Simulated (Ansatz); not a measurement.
Write a Python script for the Python package of Ansatz (0.2.0) that makes a rigid torsion scan of C4H3O (charge -1), SMILES C#CC(=C)[O-]. Settings (for the species named): PBE, def2-SVP basis, multiplicity 1.

```xyz
8

C     1.9663    0.6109    0.0068
C     0.8963    0.0927    0.1822
C    -0.3810   -0.5213    0.3870
C    -1.3924   -0.0598   -0.3641
O    -0.3718   -1.4242    1.2600
H     2.9200    1.0556   -0.1329
H    -1.2555    0.7334   -1.0872
H    -2.3820   -0.4873   -0.2519
```

`torsion_c4h3o.py`:
```python
"""Energy of C4H3O(-) as one group turns about a bond."""

import logging
import sys

import ansatz as az
from ase import Atoms

logging.basicConfig(stream=sys.stdout, format="%(name)s: %(message)s")
log = logging.getLogger("c4h3o")
log.setLevel(logging.INFO)


def main() -> None:
    atoms = Atoms(["C", "C", "C", "C", "O", "H", "H", "H"], positions=[
        [1.9663, 0.6109, 0.0068],
        [0.8963, 0.0927, 0.1822],
        [-0.381, -0.5213, 0.387],
        [-1.3924, -0.0598, -0.3641],
        [-0.3718, -1.4242, 1.26],
        [2.92, 1.0556, -0.1329],
        [-1.2555, 0.7334, -1.0872],
        [-2.382, -0.4873, -0.2519],
    ])

    # relax first, so that the scan starts from a minimum
    first = (
        az.Crystal.molecule_from_ase(atoms).calculation()
        .basis(gaussian="def2-SVP")
        .functional("PBE")
        .charge(-1)
        .scf(lower_state_search="light")
        .relax(force_tolerance=0.02, max_steps=80)
    )
    atoms.positions = first.run(threads=1, pin="off").report["positions_ang"]

    start = atoms.get_dihedral(1, 2, 3, 6)
    energies = {}
    for turn in range(0, 360, 30):
        turned = atoms.copy()
        turned.set_dihedral(1, 2, 3, 6, start + turn, indices=[3, 6, 7])
        calculation = (
            az.Crystal.molecule_from_ase(turned).calculation()
            .basis(gaussian="def2-SVP")
            .functional("PBE")
            .charge(-1)
            .scf(lower_state_search="light")
        )
        energies[round((start + turn) % 360)] = calculation.run(threads=1, pin="off").report["free_energy_ev"]
    floor = min(energies.values())
    log.info("dihedral C1-C2-C3-H6 (deg)   E - E(min) (kJ/mol)")
    for angle, e in sorted(energies.items()):
        log.info(f"{angle:8d} {96.485332 * (e - floor):14.3f}  " + "#" * int(30 * (e - floor) / max(max(energies.values()) - floor, 1e-9)))


if __name__ == "__main__":
    main()
```

```console
$ python torsion_c4h3o.py
c4h3o: dihedral C1-C2-C3-H6 (deg)   E - E(min) (kJ/mol)
c4h3o:       30         29.234  ####
c4h3o:       60        108.210  ################
c4h3o:       90        195.857  ##############################
c4h3o:      120        108.174  ################
c4h3o:      150         29.348  ####
c4h3o:      180          0.218
c4h3o:      210         29.347  ####
c4h3o:      240        108.173  ################
c4h3o:      270        195.857  #############################
c4h3o:      300        108.211  ################
c4h3o:      330         29.235  ####
c4h3o:      360          0.000
```

Caveats:
- The settings weren't tested for convergence.
- The scan is rigid and the energies are electronic, in a modest basis. With rigid groups the curve can differ much from the relaxed path, the start wasn't checked as a minimum of this torsion, and equivalent turns needn't return to the same energy.
- Anions want diffuse functions, which this basis lacks.
- It ran for 33 s on 1 thread of Arm Neoverse V2, on a shared host, peak memory 0.19 GiB.
